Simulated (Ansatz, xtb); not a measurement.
**Two isomers of C4H11PS**

Structure I is `CCP(C)(C)=S`, a singlet and structure II is `CC(C)[P@H](C)=S`, a singlet. Both are isolated molecules in the gas phase, relaxed with r2SCAN-D4/def2-SVP; each stands in its lowest conformer found.

I (Å):

```xyz
17

C    -1.3299   -1.1011    1.5377
C    -0.0905   -0.2777    1.2083
C     0.3226   -1.2645   -1.4979
C     2.4682    0.0371   -0.0820
P     1.1189   -1.1735    0.1463
S     1.6923   -2.9012    0.8541
H    -1.0376   -2.0684    1.9747
H    -1.9359   -1.3041    0.6402
H    -1.9709   -0.5706    2.2584
H     0.4650   -0.0280    2.1292
H    -0.3462    0.6758    0.7108
H    -0.5464   -1.9353   -1.4342
H     1.0403   -1.7048   -2.2057
H     0.0049   -0.2720   -1.8557
H     2.0941    0.9966   -0.4736
H     3.2066   -0.3874   -0.7780
H     2.9616    0.1962    0.8880
```

II (Å):

```xyz
17

C     0.8117   -1.8337    0.2243
C     0.2970   -0.5034    0.7722
C    -1.2247   -0.3973    0.6804
C     2.6381   -0.1093    2.5004
P     0.8202   -0.2827    2.5382
S     0.1359   -1.6103    3.7912
H     0.4345   -2.6685    0.8368
H     0.4606   -1.9782   -0.8100
H     1.9118   -1.8863    0.2137
H     0.7648    0.3392    0.2257
H    -1.5531   -0.5228   -0.3639
H    -1.6977   -1.1826    1.2916
H    -1.5932    0.5779    1.0371
H     0.4101    1.0677    2.7726
H     2.9788    0.1869    3.5029
H     2.9541    0.6432    1.7606
H     3.0822   -1.0864    2.2610
```

Quicker runs give these differences E(II) − E(I): GFN2-xTB −0.017 eV; HF/STO-3G +0.437 eV (at GFN2-xTB geometries); r2SCAN-D4/def2-SVP//GFN2-xTB +0.382 eV.

Which of the two would you expect CCSD(T)/def2-SVP + ΔMP2/def2-TZVPP electronic energies to favour?

Structure I; the calculation gives E(II) − E(I) = +0.390 eV.

The same difference at several levels:

| level | geometry | E(II) − E(I) (eV) | departure from the last row (eV) | job, with rough time for the two |
| --- | --- | --- | --- | --- |
| GFN2-xTB | GFN2-xTB | −0.017 | −0.407 | optimisation, 0.21 s |
| HF/STO-3G | GFN2-xTB | +0.437 | +0.047 | single point, 0.4 s |
| r2SCAN-D4/def2-SVP//GFN2-xTB | GFN2-xTB | +0.382 | −0.008 | single point, 4.4 s |
| r2SCAN-D4/def2-SVP | r2SCAN-D4/def2-SVP | +0.366 | −0.024 | optimisation, 39 s |
| HF/def2-SVP | r2SCAN-D4/def2-SVP | +0.370 | −0.020 | part of the CCSD(T) run |
| MP2/def2-SVP | r2SCAN-D4/def2-SVP | +0.316 | −0.074 | part of the CCSD(T) run |
| CCSD(T)/def2-SVP | r2SCAN-D4/def2-SVP | +0.285 | −0.105 | single point |
| CCSD(T)/def2-SVP + ΔMP2/def2-TZVPP | r2SCAN-D4/def2-SVP | +0.390 |  | single point, 75 s |

As drawn, II has 1 C–C, 1 P–H in place of 1 C–P, 1 C–H.

GFN2-xTB finds them nearly level. The largest departure from CCSD(T)/def2-SVP + ΔMP2/def2-TZVPP is that of GFN2-xTB, 0.407 eV. The last row adds to CCSD(T) the change of the MP2 difference between the two basis sets, here +0.105 eV.

With thermal terms from frequencies at re-optimised GFN2-xTB minima (ideal gas, soft modes damped towards free rotors, one conformer each, 298.15 K, 1 atm): on the last row, ΔE + ΔZPE = +0.387, ΔH = +0.375, ΔG = +0.399 eV.

The correlated steps freeze 14 core orbitals. Mirror images aren't counted in ΔG. Programs: Ansatz 0.2.0, xtb 6.7.1; the last row on 4 threads of Arm Neoverse V1 on a shared host.
